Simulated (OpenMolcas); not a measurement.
**Si3H8 (SMILES [SiH3][SiH2][SiH3]) at 6 levels**

We compute a comparison of 6 runs (HF/STO-3G, B2PLYP/6-31G*, B3LYP/6-31G*, M06-2X/6-31G*, PBE0/6-31G*, CCSD(T)/6-31G*) of Si3H8. 

The results are computed with OpenMolcas 26.06.

1 further run of the same task is left out (set aside as unsound or not needed).

### Step 1. Starting point

Si3H8 has 11 atoms, charge 0, and is taken as a singlet. SMILES: `[SiH3][SiH2][SiH3]`. The coordinates come from a PBE0-D4/def2-TZVP relaxation.

Bond lengths: Si1–Si2 2.338 Å, Si2–Si3 2.338 Å, Si1–H4 1.488 Å, Si1–H5 1.488 Å, Si1–H6 1.488 Å, Si2–H7 1.490 Å, Si2–H8 1.490 Å, Si3–H9 1.488 Å, Si3–H10 1.488 Å, Si3–H11 1.488 Å. Some angles: Si1–Si2–Si3 110.4°, Si1–Si2–H7 109.6°, Si1–Si2–H8 109.6°, Si3–Si2–H7 109.6°, Si3–Si2–H8 109.6°, Si2–Si1–H4 111.2°, Si2–Si1–H5 109.8°, Si2–Si1–H6 109.8°, Si2–Si3–H9 109.8°, Si2–Si3–H10 109.8°.

### Step 2. Energy and gradient at HF/STO-3G (run 1)

The input, coord.xyz:

```xyz
11

Si    -1.292570     1.366730    -0.525270
Si    -0.462570    -0.807300    -0.296320
Si     1.631930    -0.774400     0.742750
H     -2.625850     1.367720    -1.185120
H     -0.354030     2.180440    -1.344070
H     -1.422540     2.000090     0.814640
H     -0.343400    -1.440160    -1.640160
H     -1.410380    -1.620800     0.516390
H      1.515950    -0.154940     2.090430
H      2.583820     0.031780    -0.068050
H      2.179610    -2.149160     0.894770
```

The input, test.input:

```
* H8Si3 Hartree-Fock
&GATEWAY
BASLIB=$CurrDir
COORD=coord.xyz
BASIS=STO-3G
GROUP=NoSym
&SEWARD
&SCF
THRESHOLDS=1e-10 1e-07 1e-07 1e-05
PRORBITALS=1 2
&ALASKA
```

The basis set STO-3G is read from a file made from the Basis Set Exchange's data (not shown).

The run is started by

```bash
$ export MOLCAS_MEM=1860
$ pymolcas test.input > test.log
```

Log:

```text
--- Start Module: gateway ---
[...]
--- Stop Module: gateway /rc=_RC_ALL_IS_WELL_ ---
[...]
      Basis functions           35
[...]
--- Start Module: scf ---
[...]
       Convergence after   8 Iterations
[...]
::    Total SCF energy                               -861.4779151855
[...]
      Total spin, S                                     0.0000000000
[...]
      Total electronic charge=   50.000000
      Total            charge=   -0.000000
[...]
      Dipole Moment (debye):
      Origin of the operator (angstrom)=   -0.0361   -0.0630   -0.0231
                   X= -6.9396E-02               Y= -1.2095E-01               Z= -4.4188E-02           Total=  1.4627E-01
      Quadrupole Moment (debye*angstrom):
[...]
--- Stop Module: scf /rc=_RC_ALL_IS_WELL_ ---
--- Start Module: alaska ---
[...]
 *              Molecular gradients               *
 **************************************************
  Irreducible representation: a
 ------------------------------------------------------------------------------------------
                              X                       Y                       Z
 ------------------------------------------------------------------------------------------
  SI1              -3.07058383125280E-04    2.56847641727909E-03    6.55488794709669E-05
  SI2              -1.06034339172645E-03   -1.84860403122933E-03   -6.68289172452763E-04
  SI3               2.19630666482118E-03    7.30051448547098E-04    1.14344982409875E-03
  H4               -2.95691488048364E-02   -1.63155135041926E-03   -1.47722938118791E-02
  H5                2.21156529870195E-02    1.65332189042764E-02   -1.84699478928856E-02
  H6               -2.23805349276096E-03    1.24253705465671E-02    3.07241964892082E-02
  H7                3.78630233369459E-03   -1.28807419357431E-02   -3.05032092698196E-02
  H8               -2.09491322950384E-02   -1.70764211911854E-02    1.95018999854333E-02
[...]
--- Stop Module: alaska /rc=_RC_ALL_IS_WELL_ ---
[...]
```

Wall time 1.9 s (1 thread of Arm Neoverse V2, shared host); peak memory 0.37 GiB.

### Step 3. A single-point energy at B2PLYP/6-31G(d) (spherical functions) (run 2)

coord.xyz is that of step 2.

The input, test.inp:

```
&GATEWAY
BasLib=$CurrDir
Coord=coord.xyz
Basis=6-31Gs
Group=NoSym
&SEWARD
GridInput
Grid=UltraFine
End of Grid
&SCF
KSDFT=B2PLYP_SCF
Thresholds=1e-10 1e-07 1e-07 1e-05
PrOrbitals=0
&MBPT2
Frozen=15
```

The basis set 6-31G* is read from a file made from the Basis Set Exchange's data (not shown).

The run is started by

```bash
$ export MOLCAS_MEM=1860
$ pymolcas test.inp > test.log
```

Log:

```text
--- Start Module: gateway ---
[...]
--- Stop Module: gateway /rc=_RC_ALL_IS_WELL_ ---
[...]
      Basis functions           70
[...]
--- Start Module: scf ---
[...]
       Convergence after  11 Iterations
[...]
::    Total KS-DFT energy                            -872.7017705800
[...]
      Total spin, S                                     0.0000000000
[...]
      Total electronic charge=   50.000000
      Total            charge=   -0.000000
[...]
      Dipole Moment (debye):
      Origin of the operator (angstrom)=   -0.0361   -0.0630   -0.0231
                   X= -4.4148E-02               Y= -7.6963E-02               Z= -2.8147E-02           Total=  9.3084E-02
      Quadrupole Moment (debye*angstrom):
[...]
--- Stop Module: scf /rc=_RC_ALL_IS_WELL_ ---
[...]
--- Start Module: mbpt2 ---
[...]
 ###    WARNING: MP2 implementation intended for RHF references only         ###
 ###############################################################################
MBPT2 WARNING: Reference function according to RunFile:KS-DFT
I'll assume you know what you're doing and continue
WARNING!
Default frozen orbitals as non valence orbitals is overwritten by user input.
Default values:   6
[...]
       Reference weight ( Cref**2 )         =        0.83882
::    Total MBPT2 energy                             -873.0051840967
[...]
      Total MBPT2 calculations                           0.11      0.12
--- Stop Module: mbpt2 /rc=_RC_ALL_IS_WELL_ ---
[...]
```

It took 17 s on 1 thread of Arm Neoverse V2, shared host; peak memory 0.41 GiB.

Runs 3 to 5 aren't shown in full; the table further down has their settings and results.

### Step 4. A single-point energy at CCSD(T)/6-31G(d) (spherical functions) (run 6)

The input, test.inp:

```
* H8Si3 CCSD(T)

&gateway
 baslib = $CurrDir
 coord
 11
 angstrom
 Si      -1.292570       1.366730      -0.525270
 Si      -0.462570      -0.807300      -0.296320
 Si       1.631930      -0.774400       0.742750
 H       -2.625850       1.367720      -1.185120
 H       -0.354030       2.180440      -1.344070
 H       -1.422540       2.000090       0.814640
 H       -0.343400      -1.440160      -1.640160
 H       -1.410380      -1.620800       0.516390
 H        1.515950      -0.154940       2.090430
 H        2.583820       0.031780      -0.068050
 H        2.179610      -2.149160       0.894770
 basis = 6-31Gs
 group = NoSym

&seward

&scf
 thresholds = 1e-10 1e-07 1e-07 1e-05
 prorbitals = 1

&rasscf
 fileorb = $Project.ScfOrb
 spin = 1
 nactel = 0 0 0
 inactive = 25
 ras2 = 0
 outorbitals = Canonical
 orblisting = Few

&motra
 jobiph
 frozen = 15

&ccsdt
 cct
 triples = 2
 iterations = 80
 accuracy = 1e-08
 extrapolation = 5 4
```

The basis set 6-31G* is read from a file made from the Basis Set Exchange's data (not shown).

The run is started by

```bash
$ export MOLCAS_MEM=1860
$ pymolcas test.inp > test.log
```

Log:

```text
--- Start Module: gateway ---
[...]
--- Stop Module: gateway /rc=_RC_ALL_IS_WELL_ ---
[...]
      Basis functions           70
[...]
       Convergence after  11 Iterations
[...]
::    Total SCF energy                               -871.3824984637
[...]
      Total spin, S                                     0.0000000000
[...]
      Number of active orbitals                  0
[...]
      Spin quantum number                      0.0
[...]
      Active orbitals                            0
[...]
      Number of CSFs                             1
[...]
      Number of root(s) required                 1
[...]
      Convergence after  4 iterations
[...]
      Natural orbitals and occupation numbers for root  1
      ************************************************************************************************************************
      *                                                    Final results                                                     *
      ************************************************************************************************************************
[...]
::    RASSCF root number  1 Total energy:   -871.38249846
[...]
      Total electronic charge=   50.000000
      Total            charge=   -0.000000
[...]
      Dipole Moment (debye):
      Origin of the operator (angstrom)=   -0.0361   -0.0630   -0.0231
                   X= -4.8329E-02               Y= -8.4244E-02               Z= -3.0797E-02           Total=  1.0189E-01
      Quadrupole Moment (debye*angstrom):
[...]
--- Start Module: motra ---
[...]
      *** WARNING: Default frozen orbitals is overwritten by user input.
      *** Default values:   6
[...]
--- Stop Module: motra /rc=_RC_ALL_IS_WELL_ ---
--- Start Module: ccsdt ---
[...]
      Convergence after                    15  Iterations
      Total energy (diff) :    -871.68174369      -0.00000001
[...]
 METHOD                       : CCSD+T(CCSD)+<T3(1)WT1> = CCSD(T)
[...]
       CCSD     =      -871.6817436932864
[...]
--- Stop Module: ccsdt /rc=_RC_ALL_IS_WELL_ ---
[...]
```

It took 13 s on 1 thread of Arm Neoverse V2, shared host; peak memory 0.41 GiB.

### Step 5. Overview of the runs

```csv
run,level,task,frozen core orbitals,energy (Eh),dipole moment (D) of the reference,HOMO energy (eV),LUMO energy (eV),wall time
1,HF/STO-3G,gradient,–,-861.477915,0.15,-8.02,10.25,1.9 s
2,B2PLYP/6-31G* (spherical functions),energy,15,-872.783692,0.09,-8.86,1.36,17 s
3,B3LYP/6-31G* (spherical functions),gradient,–,-873.277403,0.09,-7.74,0.02,34 s
4,M06-2X/6-31G* (spherical functions),gradient,–,-873.113348,0.07,-8.91,0.90,36 s
5,PBE0/6-31G* (spherical functions),gradient,–,-872.836944,0.06,-8.00,0.13,30 s
6,CCSD(T)/6-31G* (spherical functions),energy,15,-871.689874,0.10,-10.47,3.26,13 s
```

### Step 6. What came out

| quantity | value |
| --- | --- |
| run 6: total energy | -871.68987 Eh |
| run 6: dipole moment (mean-field density) | 0.10 D |
| run 6: HOMO energy (Hartree–Fock orbitals) | -10.47 eV |
| run 6: LUMO energy (Hartree–Fock orbitals) | 3.26 eV |
| run 6: HOMO–LUMO gap (Hartree–Fock orbitals) | 13.74 eV |
| run 6: correlation energy (15 core orbitals frozen) | -307.4 mEh |
| run 6: (T) correction | -8.13 mEh |

**Reading.** Over runs 1, 2, 3, 4, 5 the dipole moment (its size) runs from 0.06 D (PBE0/6-31G*) to 0.15 D (HF/STO-3G). The two ends differ in method and basis. Over runs 1, 2, 3, 4, 5 the HOMO–LUMO gap runs from 7.76 eV (B3LYP/6-31G*) to 18.26 eV (HF/STO-3G). For B2PLYP the log adds the whole second-order term; the table takes 0.27 of it, as the functional is defined. Totals of different functionals can't be ranked against each other. In run 1 the basis is minimal, so the values are rough. All runs together took 2.2 min, the longest 36 s.
